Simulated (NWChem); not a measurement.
## Converging the integration grid for AlNH2Cl (SMILES [NH2][Al][Cl])

AlNH2Cl has 5 atoms, charge 0, and is taken as a doublet. As SMILES, `[NH2][Al][Cl]`. The coordinates come from a PBE0-D4/def2-TZVP relaxation. This is one conformer, not always the lowest.

```xyz
5

N    -0.5494    0.4617   -0.2320
Al    0.4026   -0.2916    1.0491
Cl    1.9070   -1.6497    0.4408
H    -1.2936    1.1233   -0.0835
H    -0.4166    0.2827   -1.2159
```

Program: NWChem 7.3.0. Method: UBP86/6-31G* (spherical functions). Swept: integration grid. Watched: the total energy. Each run: polarisability. Hardware: 1 thread of AMD EPYC 9R14 (Zen 4), shared host.

Deviations are taken from the sweep's last point, which isn't the limit.

| integration grid | energy (Eh) | from the best (mEh) | wall time |
| --- | --- | --- | --- |
| xcoarse | -758.667863 | -0.889 | 22 s |
| coarse | -758.666993 | -0.019 | 26 s |
| medium | -758.666974 | 0.000 | 31 s |
| fine | -758.666973 | 0.000 | 40 s |
| xfine | -758.666973 | +0.001 | 69 s |
| huge | -758.666974 | 0.000 | 2.4 min |

(1) Which is the coarsest setting good to 0.5 mEh?

(2) For a target of 0.01 mEh, where can one stop?

Results:

(1) coarse: it is 0.019 mEh off and takes 26 s, against 2.4 min for huge.

(2) medium: it is 0.000 mEh off and takes 31 s, against 2.4 min for huge.
